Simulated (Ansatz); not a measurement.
I need an active-space calculation of CH₄S₂, SMILES SCS. Use Ansatz's Python interface. Level of theory: SC-NEVPT2, def2-SVP basis, multiplicity 1.

```xyz
7

S    -1.2370    1.1167   -0.4614
C    -0.0909    0.1320    0.3996
S     1.1334   -0.4940   -0.7495
H    -1.4516    0.2927   -1.4595
H    -0.6030   -0.7156    0.8474
H     0.3920    0.7395    1.1856
H     1.9183   -1.1391    0.1922
```

`ch4s2_cas.py`
```python
"""Static correlation in CH4S2: natural occupations of an active space."""

import ansatz as az

BASIS_SET = "def2-SVP"


def main() -> None:
    geometry_ang = [
        ("S", [-1.237, 1.1167, -0.4614]),
        ("C", [-0.0909, 0.132, 0.3996]),
        ("S", [1.1334, -0.494, -0.7495]),
        ("H", [-1.4516, 0.2927, -1.4595]),
        ("H", [-0.603, -0.7156, 0.8474]),
        ("H", [0.392, 0.7395, 1.1856]),
        ("H", [1.9183, -1.1391, 0.1922]),
    ]
    geometry = az.Crystal.molecule()
    for symbol, xyz in geometry_ang:
        geometry = geometry.atom(symbol, xyz)

    base = (
        geometry.calculation()
        .basis(gaussian=BASIS_SET)
        .correlation(active_electrons=4, active_orbitals=4)
    )
    for method in ["sc_nevpt2"]:
        report = (base if method is None else base.correlation(method)).run(threads=1, backend="cpu").report
        space = report["configurations"]
        state = space["states"][0]
        print(method or "casscf", f"total {report['free_energy_ev'] / 27.211386246:.6f} Ha, active-space state {state['energy']['hartree']:.6f} Ha, mean field {report['reference_energy_ev'] / 27.211386246:.6f} Ha")
        print("  determinants", state["n_determinants"], " natural occupations", [round(n, 3) for n in space["natural_occupations"]])
    print("effectively unpaired electrons, sum of min(n, 2 - n):", round(sum(min(n, 2 - n) for n in space["natural_occupations"]), 3))


if __name__ == "__main__":
    main()
```

Output of `python ch4s2_cas.py`:
```text
sc_nevpt2 total -835.360644 Ha, active-space state -834.991541 Ha, mean field -834.956280 Ha
  determinants 36  natural occupations [1.981, 1.977, 0.023, 0.019]
effectively unpaired electrons, sum of min(n, 2 - n): 0.085
```

Caveats:
- Total energies depend on the basis set; only differences at equal settings carry meaning.
- The geometry is a force-field or estimated start, not a minimum of this method, and the basis set is short of its limit. The active space starts as a window about the frontier orbitals and is then optimised, not chosen by chemistry.
- The whole script took 4.9 s on 1 thread of Arm Neoverse V1, with other jobs on the host, peak memory 0.19 GiB.

(Lines on the test bed's own set-up are left out of the output.)
